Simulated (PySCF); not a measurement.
# SiCl⁻: from constants to spectrum

UHF-CCSD(T) constants of SiCl⁻, ³Σ⁻ (triplet), unpaired electrons π ↑↑ (Si def2-SVPD, Cl def2-SVPD; no relativity (PySCF 2.14); masses 27.9769 and 34.9689 u):

| Item | Value |
| --- | --- |
| ωe | 309.0 cm⁻¹ |
| ωexe | 2.38 cm⁻¹ |
| Be | 0.19616 cm⁻¹ |
| αe | 0.00199 cm⁻¹ |
| De to Si + Cl⁻ | 1.53 eV |

Question: What force constant and bond length do these constants imply?

Answer: Reduced mass μred = 15.542 u; k = 5.8918×10⁻⁷·μred·ωe² (u, cm⁻¹, mdyn/Å) = 0.874 mdyn/Å; Re = √(16.8576/(μred·Be)) (u, cm⁻¹, Å) = 2.351 Å.

Question: Estimate the centrifugal constant D from the Kratzer relation and find the Dunham coefficient a1.

Answer: D = 4Be³/ωe² = 3.16e-07 cm⁻¹; a1 = −1 − αeωe/(6Be²) = -3.66.

Correlated steps freeze 10 core orbitals. Correlated levels converge slowly with the basis: in double zeta they bind strong bonds too weakly, by up to about 1 eV, and carry superposition errors of some tenths. For an ion De counts to the pair picked by the measured ionisation energies or electron affinities, which need not be the lowest pair at this level. The state is the lowest determinant that a PBE0 search found; another state may lie lower at other levels.
